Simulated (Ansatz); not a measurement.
```yaml
crystal:
  periodic: [false, false, false]
  atoms:
    - {symbol: C, position_ang: [-0.348341, -0.745784, 1.740233]}
    - {symbol: C, position_ang: [-0.026198, -0.216600, 0.391511]}
    - {symbol: C, position_ang: [0.947591, -0.573385, -0.508703]}
    - {symbol: C, position_ang: [0.811020, 0.256626, -1.650330]}
    - {symbol: C, position_ang: [-0.243088, 1.097668, -1.415323]}
    - {symbol: N, position_ang: [-0.739541, 0.800425, -0.177455]}
    - {symbol: H, position_ang: [0.344624, -1.546949, 1.996567]}
    - {symbol: H, position_ang: [-1.362042, -1.156726, 1.789303]}
    - {symbol: H, position_ang: [-0.265252, 0.023947, 2.514476]}
    - {symbol: H, position_ang: [1.679940, -1.351581, -0.356906]}
    - {symbol: Xx, position_ang: [1.417212, 0.238627, -2.542330]}
    - {symbol: H, position_ang: [-0.677155, 1.876321, -2.021342]}
    - {symbol: H, position_ang: [-1.518370, 1.262612, 0.255199]}
basis:
  gaussian: {orbitals: aug-cc-pVDZ}
hamiltonian: {xc: {name: wB97M-V}}
```

```sh
$ ansatz run in.yaml --threads 4 --pin off --events-out ev --progress --plain --max-ram 10444MiB
```

**Question.** How does Ansatz answer? (Best estimate.)

**Answer.** The calculation gave: The program refused the input.
```
Error: YAML parse error: error: line 14 column 16: `Xx` is not an element symbol (H … Og, case-exact)
12 |     - {symbol: H, position_ang: [-0.265252, 0.023947, 2.514476]}
13 |     - {symbol: H, position_ang: [1.679940, -1.351581, -0.356906]}
14 |     - {symbol: Xx, position_ang: [1.417212, 0.238627, -2.542330]}
15 |     - {symbol: H, position_ang: [-0.677155, 1.876321, -2.021342]}
16 |     - {symbol: H, position_ang: [-1.518370, 1.262612, 0.255199]}
```
